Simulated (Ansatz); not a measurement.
HAlB, doublet: the ladder up to full CI

Geometry: displaced at random from a stationary point.

```yaml
atoms:
  - { symbol: B, position_ang: [0.1169, -0.1440, 1.5078] }
  - { symbol: Al, position_ang: [-0.0479, 0.1000, -0.5439] }
  - { symbol: H, position_ang: [0.0287, -1.1319, -1.6129] }
```

Basis 6-31G; Ansatz 0.2.0. Correlated methods freeze the noble-gas cores, which leaves 7 electrons in 18 orbitals. Prefix R: restricted or restricted open-shell reference; prefix U: unrestricted. Active spaces: valence = (7e, 9o) chosen from the atoms' valence shells.

Full CI is exact within this basis and frozen core; it isn't the basis-set limit. The frozen core follows each run's orbitals, which can shift R against U totals by a few meV.

Unrestricted rows (U) aren't spin-pure: their determinants' ⟨S²⟩ exceeds S(S+1) by up to 0.91, so they mix in states of higher spin. HF rows are the lowest solutions found. Coupled cluster chose its determinant by trial CCSD, here up to 0.28 eV above the lowest Hartree–Fock solution of its kind, and MP2 stands on that determinant too.

The UHF ⟨S²⟩ is 1.661, the T1 diagnostic (RCCSD) is 0.0928 and the largest doubles amplitude (RCCSD) is 0.232. The T1 diagnostic (UCCSD) is 0.0727.

| level | E − E(full CI) (mEh) | share of correlation (%) | wall time |
| --- | --- | --- | --- |
| RHF† | 118.94 | – | – |
| UHF | 83.70 | 35.32 | – |
| RMP2 | 47.46 | 63.32 | – |
| UMP2 | 36.73 | 71.62 | – |
| RCCSD | 7.76 | 94.01 | – |
| UCCSD | 6.88 | 94.69 | – |
| RCCSD(T) | 2.21 | 98.29 | 2.7 s |
| UCCSD(T) | 3.75 | 97.10 | 3.5 s |
| BCCD(T) | 3.11 | 97.60 | 2.8 s |
| RCCSDT | 0.65 | 99.50 | – |
| UCCSDT | 0.70 | 99.46 | – |
| RCCSDT(Q) | 0.13 | 99.90 | 5.5 s |
| UCCSDT(Q) | 0.22 | 99.83 | 9.5 s |
| RCCSDTQ | 0.04 | 99.97 | 31 s |
| UCCSDTQ | 0.07 | 99.95 | 59 s |
| CASSCF (valence space) | 21.42 | 83.44 | – |
| NEVPT2 (valence space) | 6.50 | 94.98 | 2.8 s |
| MRCISD (valence space) | 0.65 | 99.50 | – |
| MRCISD+Q (valence space) | 0.26 | 99.80 | 4.1 s |

A dagger marks rows that describe another state than the reference (another or a broken symmetry, a higher spin or other natural occupations), so the difference isn't the method's error.

The correlation energy at full CI, counted from the determinant under the R cluster runs, is -3.521 eV. That run took 28 s on 1 thread of AMD EPYC 7B13, shared host over 1,247,040 determinants.

Run but not shown, since their state, orbitals or frozen core can't be matched to the reference's or they repeat it: CISD, CISDTQ.

Times hold each run's SCF and search for its determinant on a shared host, so for small cases they say little of a method's own cost; they ran on 1 thread of AMD EPYC 7B13. Some runs computed forces too.

The full-CI state has the irrep A'' of Cs, in the program's axes.

Natural occupations of full CI about the gap: 1.959 1.935 1.684 0.961 0.270 0.059 0.059 0.028 0.020 0.006; effectively unpaired electrons, Σ n²(2−n)², 1.55.
